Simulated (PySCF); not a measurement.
Compound: C₃H₇NO.
SMILES with atom numbers: `[CH3:1][CH2:2][C:3]([NH2:4])=[O:5]` (hydrogens: H6, H7, H8 on C1; H9, H10 on C2; H11, H12 on N4)

Geometry (GFN2-xTB, Å), atoms numbered from 1 in this order:
```
atom  x, y, z in Å
C1    -1.6875   -0.1278   -0.1677
C2    -0.2238   -0.5467   -0.1715
C3     0.6954    0.6205    0.1545
N4     2.0116    0.2872    0.1530
O5     0.3198    1.7428    0.3950
H6    -1.8538    0.6533   -0.9046
H7    -1.9606    0.2672    0.8071
H8    -2.3281   -0.9754   -0.3989
H9     0.0561   -0.9393   -1.1521
H10   -0.0515   -1.3334    0.5672
H11    2.3294   -0.6452   -0.0391
H12    2.6941    0.9961    0.3634
```

Level of theory: PBE0/pcSseg-1 in PySCF (dipole) on a GFN2-xTB geometry, gas phase.

Masses are those of the commonest isotopes; rigid-rotor values at the optimised geometry. The values belong to one conformer with, in the numbering `[CH3:1][CH2:2][C:3]([NH2:4])=[O:5]`, C1–C2–C3–N4 180°, C2–C3–N4–H 0° and 180°.

Q: Give the principal moments of inertia and the rotational constants in MHz.

A: Ia = 51.03, Ib = 131.15, Ic = 175.92 u·Å²; 505379 MHz·u·Å²/I gives A = 9904, B = 3853, C = 2873 MHz.

Q: What kind of rotor is it?

A: An asymmetric top: κ = (2 × 3853 − 9904 − 2873)/(9904 − 2873) = -0.72.

Q: Is it planar, by Δ = Ic − Ia − Ib?

A: Not planar: Δ = Ic − Ia − Ib = -6.26 u·Å². For a rigid frame Δ = −2 Σ m c², so Σ m c² = 3.13 u·Å² lies off the ab plane, practically all of it from hydrogen. The atom farthest from that plane is 0.89 Å away.

Q: Give the other two planar moments, Paa and Pbb, and the rms extents of the mass along the axes.

A: Paa = Σ m a² = (Ib + Ic − Ia)/2 = 128.02 and Pbb = Σ m b² = (Ia + Ic − Ib)/2 = 47.90 u·Å². With the mass M = 73.05 u, the rms extents √(P/M) along a, b and c are 1.32, 0.81, 0.21 Å.

Q: Where do the levels up to J = 5 lie, in K?

A: Above 0(0,0), as E/k:
J = 1: 1(0,1) 0.323, 1(1,1) 0.613, 1(1,0) 0.660
J = 2: 2(0,2) 0.963, 2(1,2) 1.212, 2(1,1) 1.353, 2(2,1) 2.224, 2(2,0) 2.229
J = 3: 3(0,3) 1.911, 3(1,3) 2.106, 3(1,2) 2.388, 3(2,2) 3.192, 3(2,1) 3.218, 3(3,1) 4.765, 3(3,0) 4.766
J = 4: 4(0,4) 3.153, 4(1,4) 3.294, 4(1,3) 3.762, 4(2,3) 4.480, 4(2,2) 4.555, 4(3,2) 6.066, 4(3,1) 6.069, 4(4,1) 8.255, 4(4,0) 8.255
J = 5: 5(0,5) 4.677, 5(1,5) 4.771, 5(1,4) 5.467, 5(2,4) 6.082, 5(2,3) 6.247, 5(3,3) 7.695, 5(3,2) 7.705, 5(4,2) 9.881, 5(4,1) 9.881, 5(5,1) 12.695, 5(5,0) 12.695
Those of J = 1 are B + C, A + C and A + B.

Q: Which types of transition are allowed, and where do some lines up to J = 2 fall?

A: The dipole components are |μa| = 0.84 D, |μb| = 3.66 D, |μc| = 0.00 D; the mirror of this Cs structure is the ab plane, so μc vanishes by symmetry (the 0.02 D computed is a residue) and there are no c-type lines. Intensities carry the squares of the components, which stand as 0.05 : 1.00 (a : b). Some lines, for components of 0.1 D or more:

```json
{"type": "a", "branch": "Q", "J(Ka,Kc)": "1(1,0) ← 1(1,1)", "MHz": "981", "lower level (cm⁻¹)": "0.426"}
{"type": "a", "branch": "Q", "J(Ka,Kc)": "2(1,1) ← 2(1,2)", "MHz": "2942", "lower level (cm⁻¹)": "0.842"}
{"type": "a", "branch": "R", "J(Ka,Kc)": "1(0,1) ← 0(0,0)", "MHz": "6726", "lower level (cm⁻¹)": "0.000"}
{"type": "b", "branch": "Q", "J(Ka,Kc)": "1(1,0) ← 1(0,1)", "MHz": "7031", "lower level (cm⁻¹)": "0.224"}
{"type": "b", "branch": "R", "J(Ka,Kc)": "2(0,2) ← 1(1,1)", "MHz": "7292", "lower level (cm⁻¹)": "0.426"}
{"type": "b", "branch": "Q", "J(Ka,Kc)": "2(1,1) ← 2(0,2)", "MHz": "8122", "lower level (cm⁻¹)": "0.669"}
{"type": "a", "branch": "R", "J(Ka,Kc)": "2(1,2) ← 1(1,1)", "MHz": "12472", "lower level (cm⁻¹)": "0.426"}
{"type": "b", "branch": "R", "J(Ka,Kc)": "1(1,1) ← 0(0,0)", "MHz": "12777", "lower level (cm⁻¹)": "0.000"}
{"type": "a", "branch": "R", "J(Ka,Kc)": "2(0,2) ← 1(0,1)", "MHz": "13342", "lower level (cm⁻¹)": "0.224"}
{"type": "a", "branch": "R", "J(Ka,Kc)": "2(1,1) ← 1(1,0)", "MHz": "14433", "lower level (cm⁻¹)": "0.459"}
{"type": "b", "branch": "Q", "J(Ka,Kc)": "2(2,0) ← 2(1,1)", "MHz": "18262", "lower level (cm⁻¹)": "0.940"}
{"type": "b", "branch": "R", "J(Ka,Kc)": "2(1,2) ← 1(0,1)", "MHz": "18522", "lower level (cm⁻¹)": "0.224"}
{"type": "b", "branch": "Q", "J(Ka,Kc)": "2(2,1) ← 2(1,2)", "MHz": "21094", "lower level (cm⁻¹)": "0.842"}
{"type": "b", "branch": "R", "J(Ka,Kc)": "2(2,1) ← 1(1,0)", "MHz": "32585", "lower level (cm⁻¹)": "0.459"}
{"type": "b", "branch": "R", "J(Ka,Kc)": "2(2,0) ← 1(1,1)", "MHz": "33675", "lower level (cm⁻¹)": "0.426"}
```

Q: Estimate the classical rotational partition function at 10 K, 100 K and 200 K.

A: Point group Cs, symmetry number σ = 1; q = (√π/σ)·√((kT/h)³/(ABC)), k/h = 20836.6 MHz/K: 509 at 10 K, 16100 at 100 K, 45500 at 200 K.

Stationary, but not proved a minimum. Zero-point vibration and centrifugal distortion are left out. A rigid rotor knows nothing of internal rotation, which can split or shift real lines. Quadrupole hyperfine structure (14N) is left out.

On Arm Neoverse V2, one thread (shared host), this took 6.9 s of wall time. This is the PBE0/pcSseg-1 job that gave the dipole, with the shieldings it also computed.
